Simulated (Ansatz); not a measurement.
Body-centred tetragonal In, treated with rVV10 (plane waves, PAW; Ansatz, a quantum-chemistry and plane-wave program).

Settings: plane-wave cutoff 520 eV, 24×24×24 k mesh, Fermi–Dirac smearing 0.05 eV, scalar-relativistic PAW data made under PBE.

Properties against volume:

Shape and atoms are relaxed at each volume.

```tsv
V (Å³/atom)	P (GPa)	c (Å)	a (Å)
26.983	1.54	5.005	3.284
27.545	0.73	5.033	3.308
28.107	0.00	5.067	3.331
28.669	-0.63	5.085	3.358
29.231	-1.18	5.081	3.392
```

Note: the bulk modulus comes from volumes at which shape and atoms were relaxed.
